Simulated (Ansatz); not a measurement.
A nudged elastic band was laid between two geometries of CH$_{6}$N$_{2}$ (9 atoms, charge 0, multiplicity 1).

The calculation used RHF/def2-SVP (Ansatz 0.2.0).

```json
{
  "movable images": "5",
  "climbing image": "yes",
  "spring": "5.0 eV/Å²",
  "optimiser": "quadratic models (default)",
  "start path": "through a guess of the saddle point",
  "force threshold": "0.05 eV/Å",
  "iteration limit": "60",
  "end points": "relaxed"
}
```

First end point:

```xyz
9
Properties=species:S:1:pos:R:3
N -0.695 0.648 -0.926
C 0.451 0.156 -0.214
N 0.134 -0.858 0.773
H -1.230 -0.120 -1.291
H -1.305 1.171 -0.321
H 0.969 1.024 0.213
H 1.137 -0.292 -0.934
H 0.964 -1.312 1.113
H -0.336 -0.464 1.570
```

Last end point:

```xyz
9
Properties=species:S:1:pos:R:3
N -0.846 0.317 -0.895
C 0.379 0.126 -0.155
N 0.264 -1.011 0.726
H -1.606 0.552 -0.282
H -0.752 1.076 -1.546
H 0.682 1.040 0.387
H 1.175 -0.086 -0.872
H 1.154 -1.241 1.130
H -0.362 -0.819 1.489
```

Task: Which bonds break or form, and what moves?

Result: No bond is made or broken. The dihedral H4–N1–C2–H6 goes from -177 to -61°.

Task: What energy profile does the band end with?

Result: The run converged. The highest image is number 4 of 0 to 6, 0.210 eV above the first end and 0.008 eV above the last; the last end lies 0.202 eV above the first. The top lies less than 8 meV above the higher end, about what the thresholds resolve: that end is a shoulder or a very shallow well. A vibrational analysis at the climbing image gives one clearly imaginary mode, 201i cm⁻¹: a first-order saddle point.

```csv
image,path coordinate (Å),energy (eV),dihedral H4–N1–C2–H6 (°)
0,0.00,0.000,-177
1,0.39,0.039,-158
2,0.78,0.123,-139
3,1.17,0.190,-118
4,1.56,0.210,-96
5,1.95,0.205,-76
6,2.35,0.202,-61
```

Task: What is the geometry of the highest image?

Result: 
```xyz
9
Properties=species:S:1:pos:R:3
N -0.770 0.392 -0.978
C 0.407 0.164 -0.163
N 0.189 -0.953 0.723
H -1.597 0.090 -0.497
H -0.878 1.360 -1.215
H 0.696 1.074 0.387
H 1.251 -0.081 -0.811
H 1.044 -1.420 0.957
H -0.253 -0.673 1.580
```

The run took 32 s on 1 thread of Arm Neoverse V1, with other jobs on the host, peak memory 0.13 GiB.
